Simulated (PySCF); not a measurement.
hydrogen cyanide (CHN), SMILES C#N. Coordinates come from a ωB97X-D3(BJ)/def2-TZVPD optimisation.

Q: Give the equilibrium geometry at ωB97X-D3(BJ)/def2-TZVPD (PySCF confirms it by a frequency run) as a Z-matrix, and its point group. (An estimate is asked for; the answer gives what the named calculation found.)

A: point group C∞v.
```
C
N 1 1.1455
H 1 1.0696 2 180.00
```
